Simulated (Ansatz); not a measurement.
## Where the states of Nb lie

```cif
data_structure
_symmetry_space_group_name_H-M 'P 1'
_symmetry_Int_Tables_number 1
_cell_length_a 2.8664
_cell_length_b 2.8664
_cell_length_c 2.8664
_cell_angle_alpha 109.471
_cell_angle_beta 109.471
_cell_angle_gamma 109.471
_cell_volume 18.13
loop_
_atom_site_label
_atom_site_type_symbol
_atom_site_fract_x
_atom_site_fract_y
_atom_site_fract_z
_atom_site_occupancy
Nb1 Nb 0.00000 0.00000 0.00000 1
```

The runs use the primitive cell with vectors (-1.655, 1.655, 1.655), (1.655, -1.655, 1.655), (1.655, 1.655, -1.655) Å, to which the k mesh refers.

Conventional cell: a = 3.310 Å, b = 3.310 Å, c = 3.310 Å, α = 90.00°, β = 90.00°, γ = 90.00°. Nb (atom 1) is surrounded by 8 Nb at 2.87 Å.

The structure comes from a relaxation in the same program, started in the bcc type, and has space group Im-3m. Whether it is a known phase or the ground state wasn't checked.

Spin polarisation is left out, and whether a magnetic state lies lower isn't shown here.

Theory: DFT, PBE, all-electron LAPW, scalar-relativistic in Ansatz 0.2.0.

The runs use a Γ-centred 16×16×16 k mesh, Fermi–Dirac smearing of 0.08 eV, basis error target 1 meV/atom, no spin polarisation.

States per eV and cell, averaged over 0.6 eV, from -5.8 to 2.4 eV, with energies (bin centres) from the Fermi level; empty bins are left out. The partial columns, the largest 3 alone, are projections on Löwdin-orthogonalised atomic shells (those that the program's projection atoms carry: the occupied ones and, for some elements, an empty d or f shell; other empty shells have no column), summed over atoms of an element. Weights on diffuse s and p shells depend on that basis and aren't pure angular character.

```
E (eV)  total  Nb 4d  Nb 5s  Nb 4p
  -5.6   0.03   0.00   0.03   0.00
  -5.0   0.08   0.00   0.07   0.00
  -4.4   0.13   0.01   0.10   0.00
  -3.8   0.32   0.14   0.16   0.01
  -3.2   1.06   0.79   0.24   0.01
  -2.6   1.43   1.22   0.18   0.02
  -2.0   0.70   0.64   0.04   0.01
  -1.4   1.89   1.84   0.02   0.02
  -0.8   1.15   1.07   0.05   0.01
  -0.2   1.84   1.59   0.18   0.03
   0.4   0.76   0.63   0.08   0.01
   1.0   0.47   0.38   0.04   0.00
   1.6   0.62   0.56   0.02   0.00
   2.2   1.00   0.95   0.02   0.00
```

(1) Which of the resolved shells contributes most within 0.3 eV of the Fermi level?

(2) Where is the centre of the filled Nb 4d states between -14 eV and the top of the filled states?

Answers

(1) Nb 4d, with 86 % of all states there; Nb 5s follows with 10 %.

(2) -1.55 eV from the Fermi level.
